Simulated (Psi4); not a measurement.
**UTPSS/cc-pVTZ-DK (sfX2C, sweep point 2) run of CH4NSi (SMILES C=N[SiH2])**

Aim: the energy change on altering one bond length of CH4NSi at UTPSS/cc-pVTZ-DK (sfX2C, sweep point 2), from 2 runs. 

Program for the calculation: Psi4 1.11.

### Step 1. The structure to begin with

The species is CH4NSi (7 atoms), meant as a doublet with charge 0. As SMILES, `C=N[SiH2]`. The coordinates come from a GFN2-xTB relaxation.

Bond lengths: C1–N2 1.298 Å, N2–Si3 1.642 Å, C1–H4 1.080 Å, C1–H5 1.083 Å, Si3–H6 1.458 Å, Si3–H7 1.446 Å. Angles: C1–N2–Si3 141.5°, N2–C1–H4 117.7°, N2–C1–H5 124.7°, N2–Si3–H6 133.0°, N2–Si3–H7 110.5°, H4–C1–H5 117.6°, H6–Si3–H7 116.5°.

### Step 2. A single-point energy at UTPSS/cc-pVTZ-DK (sfX2C, sweep point 2)

calc.in

```
memory 1600 mb

molecule {
  0 2
  C     -2.35027128    -0.39850545    -1.26471811
  N     -0.03106710    -0.81672073    -0.58235690
  Si     2.22738239     0.35991724     1.19077312
  H     -3.20801797    -1.71728862    -2.56432056
  H     -3.48652580     1.18020955    -0.62653870
  H      2.37738885     2.58438945     2.80943693
  H      4.47109201    -1.19198255     1.03770531
  units au
  symmetry c1
}

set {
  basis                cc-pVTZ-DK
  reference            uks
  puream               true
  scf_type             pk
  dft_radial_points    99
  dft_spherical_points 590
  maxiter              150
  relativistic         x2c
}

energy_value = energy("tpss")
print_variables()
```

Command:

```sh
psi4 -n 1 calc.in calc.out
```

calc.out:

```text
[...]
  Running in c1 symmetry.
[...]
  Nuclear repulsion =   94.134155503413567
[...]
  Multiplicity = 2
[...]
  Nalpha       = 16
  Nbeta        = 15
[...]
    Number of basis functions: 150
[...]
    WARNING: The X2C and Dirac Hamiltonians have substatially different eigenvalues!
             This is probably caused by the recontraction of the basis set.
[...]
   @UKS iter   1:  -384.89000529923857    3.69195e-02   6.78311e-03 ADIIS/DIIS
[...]
   @UKS iter  11:  -385.41793196763592   -4.34619e-08   3.86458e-07 DIIS
[...]
   @S^2 Observed:                7.670821541E-01
[...]
    Orbital Energies [Eh]
    ---------------------
    Alpha Occupied:
       1A    -65.848017     2A    -14.100500     3A    -10.037437
       4A     -5.146536     5A     -3.501174     6A     -3.494299
       7A     -3.493531     8A     -0.825265     9A     -0.596079
      10A     -0.487252    11A     -0.421759    12A     -0.395659
      13A     -0.333449    14A     -0.321804    15A     -0.213801
      16A     -0.164222
    Alpha Virtual:
      17A     -0.054774    18A     -0.020774    19A      0.021542
      20A      0.057055    21A      0.091111    22A      0.127671
      23A      0.129862    24A      0.164434    25A      0.173022
[...]
  @UKS Final Energy:  -385.41793196763592
   => Energetics <=
    Nuclear Repulsion Energy =             94.1341555034135666
    One-Electron Energy =                -716.7619214582608720
    Two-Electron Energy =                 272.0725507929680589
    DFT Exchange-Correlation Energy =     -34.8627168057566905
    Empirical Dispersion Energy =           0.0000000000000000
    VV10 Nonlocal Energy =                  0.0000000000000000
    Total Energy =                       -385.4179319676359228
[...]
 Multipole Moments:
 ------------------------------------------------------------------------------------
     Multipole            Electronic (a.u.)      Nuclear  (a.u.)        Total (a.u.)
 ------------------------------------------------------------------------------------
 L = 1.  Multiply by 2.5417464519 to convert [e a0] to [Debye]
 Dipole X            :          0.8125669           -1.0609931           -0.2484262
 Dipole Y            :         -0.2646315            0.6114941            0.3468626
 Dipole Z            :          0.1634950           -0.0257262            0.1377688
 Magnitude           :                                                    0.4483408
[...]
```

Run time: 3.4 min. Hardware: 1 thread of AMD EPYC 7R43 (Zen 3), shared host; peak memory 1.5 GiB.

### Step 3. The distorted shape, same level

ch4nsi.dat

```
memory 1.6 GB

molecule system {
  0 2
  C     -2.42527073    -1.51067541    -2.07400088
  N     -0.10606655    -1.92889070    -1.39163967
  Si     2.15238294    -0.75225273     0.38149035
  H     -3.28301742    -2.82945858    -3.37360333
  H     -3.56152525     0.06803959    -1.43582147
  H      2.37738885     2.58438945     2.80943693
  H      4.39609256    -2.30415251     0.22842254
  units au
  symmetry c1
}

set {
  reference            uks
  puream               true
  scf_type             pk
  dft_radial_points    99
  dft_spherical_points 590
  maxiter              150
  relativistic         x2c
}

energy_value, wavefunction = energy("tpss/cc-pVTZ-DK", return_wfn=True)
```

Command:

```sh
psi4 -i ch4nsi.dat -o ch4nsi.out -n 1
```

ch4nsi.out:

```text
[...]
  Running in c1 symmetry.
[...]
  Nuclear repulsion =   92.003685446951380
[...]
  Multiplicity = 2
[...]
  Nalpha       = 16
  Nbeta        = 15
[...]
    Number of basis functions: 150
[...]
    WARNING: The X2C and Dirac Hamiltonians have substatially different eigenvalues!
             This is probably caused by the recontraction of the basis set.
[...]
   @UKS iter   1:  -384.76942118120974    4.57666e-02   6.98502e-03 ADIIS/DIIS
[...]
   @UKS iter  14:  -385.35605493740644   -1.16379e-07   2.94072e-07 DIIS
[...]
   @S^2 Observed:                7.731805045E-01
[...]
    Orbital Energies [Eh]
    ---------------------
    Alpha Occupied:
       1A    -65.877692     2A    -14.121701     3A    -10.047369
       4A     -5.170503     5A     -3.524339     6A     -3.520211
       7A     -3.517286     8A     -0.840813     9A     -0.607015
      10A     -0.488478    11A     -0.431479    12A     -0.384386
      13A     -0.334951    14A     -0.297066    15A     -0.223953
      16A     -0.171138
    Alpha Virtual:
      17A     -0.103016    18A     -0.064042    19A      0.015229
      20A      0.043478    21A      0.073434    22A      0.105890
      23A      0.137809    24A      0.162264    25A      0.171562
[...]
  @UKS Final Energy:  -385.35605493740644
   => Energetics <=
    Nuclear Repulsion Energy =             92.0036854469513798
    One-Electron Energy =                -712.1172747115311950
    Two-Electron Energy =                 269.4917337242736721
    DFT Exchange-Correlation Energy =     -34.7341993971003049
    Empirical Dispersion Energy =           0.0000000000000000
    VV10 Nonlocal Energy =                  0.0000000000000000
    Total Energy =                       -385.3560549374064408
[...]
 Multipole Moments:
 ------------------------------------------------------------------------------------
     Multipole            Electronic (a.u.)      Nuclear  (a.u.)        Total (a.u.)
 ------------------------------------------------------------------------------------
 L = 1.  Multiply by 2.5417464519 to convert [e a0] to [Debye]
 Dipole X            :          0.6660096           -1.0263854           -0.3603758
 Dipole Y            :         -1.2026332            1.1246936           -0.0779396
 Dipole Z            :         -0.5544128            0.3477091           -0.2067036
 Magnitude           :                                                    0.4226957
[...]
```

Run time: 3.5 min. Hardware: 1 thread of AMD EPYC 7R43 (Zen 3), shared host; peak memory 1.5 GiB.

### Step 4. Summary of results

Level: UTPSS/cc-pVTZ-DK (sfX2C, sweep point 2).

```
                                                          quantity          value
                                         first shape: total energy  -385.41793 Eh
                                        first shape: dipole moment         1.14 D
                   first shape: HOMO energy (highest over α and β)       -4.47 eV
                    first shape: LUMO energy (lowest over α and β)       -2.96 eV
                                                 first shape: ⟨S²⟩          0.767
                                     distorted shape: total energy  -385.35605 Eh
                                    distorted shape: dipole moment         1.07 D
               distorted shape: HOMO energy (highest over α and β)       -4.66 eV
                distorted shape: LUMO energy (lowest over α and β)       -3.11 eV
                                             distorted shape: ⟨S²⟩          0.773
energy change with the Si3–H6 bond stretched from 1.458 to 2.187 Å       1.684 eV
```

With the Si3–H6 bond stretched from 1.458 to 2.187 Å the energy rises by 1.68 eV (39 kcal/mol). The first shape isn't relaxed at this level, so the change isn't measured from a minimum.
